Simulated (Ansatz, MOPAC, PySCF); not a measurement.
Molecule: C5H4N, charge 0, multiplicity 2. SMILES: n1cccc[c]1
Geometry: optimised at B3LYP-D3(BJ)/def2-TZVP (Ansatz, an electronic-structure program).

Unscaled harmonic wavenumbers (cm⁻¹) in rising order, each level at the stationary point that it reaches from this structure (no distance between atoms moves by over 0.3 Å); the order of modes can differ between levels, and a negative number is imaginary. B3LYP-D3(BJ)/def2-TZVP (PySCF, at the structure above): 386, 427, 581, 665, 716, 753, 891, 960, 969, 1002, 1042, 1076, 1112, 1169, 1264, 1333, 1427, 1504, 1572, 1665, 3168, 3177, 3200, 3207.

PM3 (MOPAC): 351, 395, 608, 634, 641, 750, 851, 923, 959, 982, 1031, 1093, 1122, 1136, 1197, 1255, 1449, 1520, 1644, 1750, 3039, 3066, 3078, 3101. Zero-point energy 46.6 against 47.6 kcal/mol; where all levels lie over 400 cm⁻¹, the wavenumbers are on average 0.983 times those of B3LYP-D3(BJ)/def2-TZVP.

B3LYP/6-31G* (Ansatz): 387, 426, 574, 663, 704, 756, 890, 951, 963, 997, 1042, 1084, 1116, 1177, 1279, 1348, 1436, 1515, 1590, 1674, 3183, 3193, 3215, 3223. Zero-point energy 47.7 against 47.6 kcal/mol; where all levels lie over 400 cm⁻¹, the wavenumbers are on average 1.002 times those of B3LYP-D3(BJ)/def2-TZVP.
